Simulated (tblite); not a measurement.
# CH2ClFO: the cost of one run

Computed with tblite 0.8.0 and PySCF 2.14.0; each step states its level. No surroundings beyond the atoms listed, unless a continuum is named. Atoms count from 0, parts from 1.

## (1) Starting point

6 atoms, charge 0, multiplicity 1; geometry: rigid parts in contact. Parts: 1 = atoms 0–1, `FCl`, charge 0; 2 = atoms 2–5, `C=O`, charge 0.

## (2) Search for minima with GFN2-xTB

What the job is given:

```
{"job": {"kind": "dock", "xc": "GFN2-xTB", "basis": "xTB"}, "charge": 0, "multiplicity": 1, "parts": [{"atoms": "0-1", "charge": 0, "multiplicity": 1}, {"atoms": "2-5", "charge": 0, "multiplicity": 1}]}
Cl     0.840594    -0.006316     0.002984
F     -0.840594     0.006316    -0.002984
C      2.078034     1.765174     2.396093
O      2.810244     1.555440     1.479052
H      1.542920     2.720959     2.526022
H      1.879774     1.020753     3.185863
```

Method: GFN2-xTB search for minima from random contacts, gas phase.

Run with:

```bash
> OMP_NUM_THREADS=1 python cluster_run.py task.json out
```

One launch serves the whole session: the jobs run in the order shown.

Q: Estimate the wall time of this first job on 1 thread of Intel Xeon 6975P-C, shared host.

About 2.8 s.
